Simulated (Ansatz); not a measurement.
Cost and result up the ladder for P3 (3 atoms). Total charge 0; doublet. Geometry: PBE0-D4/def2-TZVP.

```xyz
3

P    -1.370   -1.085   -0.853
P     0.000    0.000    0.001
P     1.370    1.085    0.852
```

Ansatz on 4 threads of Intel Xeon on a shared host. Times are rough, and most runs start from the orbitals of an earlier one. ωB97M-V/def2-TZVP serves as the yardstick here, not as an exact answer. Binding counts from free atoms at the same level (P quartet; other spins of the atoms weren't run), without zero-point energy or a counterpoise term.

Correlated methods freeze 15 core orbitals. In CCSD on the charge 0 doublet the largest single amplitude is 0.18, so its Hartree–Fock determinant may place the open shell otherwise than the density functionals do. Another isomer (doublet) lies 1.40 eV lower at PBE0-D4/def2-TZVP; other spin states weren't run for this one.

Correlated methods converge slowly with the basis.

```json
{"level": "PBE-D4/def2-TZVP (with forces)", "functions": "111", "wall time": "9 s", "binding energy per atom (eV)": "2.35", "difference from ωB97M-V/def2-TZVP (eV)": "0.26", "remarks": "–"}
{"level": "B2PLYP/def2-TZVP", "functions": "111", "wall time": "14 s", "binding energy per atom (eV)": "2.02", "difference from ωB97M-V/def2-TZVP (eV)": "-0.08", "remarks": "spin-contaminated (⟨S²⟩ 0.85)"}
{"level": "PBE0-D4/def2-TZVP", "functions": "111", "wall time": "14 s", "binding energy per atom (eV)": "2.11", "difference from ωB97M-V/def2-TZVP (eV)": "0.01", "remarks": "–"}
{"level": "CCSD(T)/def2-TZVPP", "functions": "126", "wall time": "29 s", "binding energy per atom (eV)": "1.77", "difference from ωB97M-V/def2-TZVP (eV)": "-0.32", "remarks": "large T1 (0.059), spin-contaminated (⟨S²⟩ 1.23)"}
{"level": "ωB97M-V/def2-TZVP", "functions": "111", "wall time": "41 s", "binding energy per atom (eV)": "2.09", "difference from ωB97M-V/def2-TZVP (eV)": "0.00", "remarks": "–"}
{"level": "r2SCAN-D4/def2-TZVP", "functions": "111", "wall time": "44 s", "binding energy per atom (eV)": "2.15", "difference from ωB97M-V/def2-TZVP (eV)": "0.05", "remarks": "–"}
```
